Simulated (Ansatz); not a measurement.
Results of r²SCAN+rVV10 in Ansatz (PAW) for fluorite CeO2.

Run with plane-wave cutoff 560 eV, 12×12×12 k mesh, Fermi–Dirac smearing 0.01 eV, no spin polarisation, scalar-relativistic PAW data made under PBE.

Cell (relaxed at this level):

```
CeO2
1.0
    0.00000     2.71102     2.71102
    2.71102     0.00000     2.71102
    2.71102     2.71102     0.00000
Ce O
1 2
Direct
  0.00000   0.00000   0.00000
  0.25000   0.25000   0.25000
  0.75000   0.75000   0.75000
```

### Question
What does this level give for the Γ–Γ gap, band gap and bulk modulus?

### Answer

- Γ–Γ gap: 3.26 eV
- band gap: 2.23 eV
- bulk modulus: 197 GPa

Measured, for comparison: band gap 3 eV (temperature not stated, no zero-point or thermal correction, O 2p to Ce 4f, our sources range from 3.00 to 3.20; as tabulated in Tran et al. (2019), arXiv:1908.01820); bulk modulus 220 ± 9 GPa (room temperature, no zero-point or thermal correction, our sources range from 220 to 230; as tabulated in High Pressure Brillouin Spectroscopy and X-ray Diffraction of Cerium Dioxide …). Computed (rounded) less measured: bulk modulus -10 % (-10 % to -14 % over the range).

Spin–orbit coupling is not included.

Static lattice: no zero-point or thermal effects.

Computing time: around 5 core-minutes (rough).

Ansatz is a program for electronic structure.
